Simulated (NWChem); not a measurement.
Correlation energy of methanethiol (CH4S)

```xyz
6

C      1.0468     0.4733     0.0000
S     -0.5720    -0.3413     0.0000
H      1.1988     1.0855     0.8999
H      1.7951    -0.3313     0.0000
H      1.1988     1.0855    -0.8999
H     -1.3215     0.7816     0.0000
```
Charge 0, spin multiplicity 1.

The numbers come from NWChem runs, not from measurements. All single points use one geometry, from PBE0/def2-SVP, a minimum by its harmonic frequencies.

Basis set: cc-pVDZ. Each correlation energy counts from its own Hartree-Fock reference.

The correlated methods keep 6 core orbitals frozen. No row is a measurement; the coupled-cluster row has its own basis-set and correlation limits.

One of these methods gave a correlation energy of -286.4 mHa. Which?
(A) CCSD
(B) CR-CCSD[T]
(C) SCS-MP2
(D) RI-MP2

D, RI-MP2. The others give -288.5 (SCS-MP2), -328.4 (CR-CCSD[T]), -321.6 (CCSD).
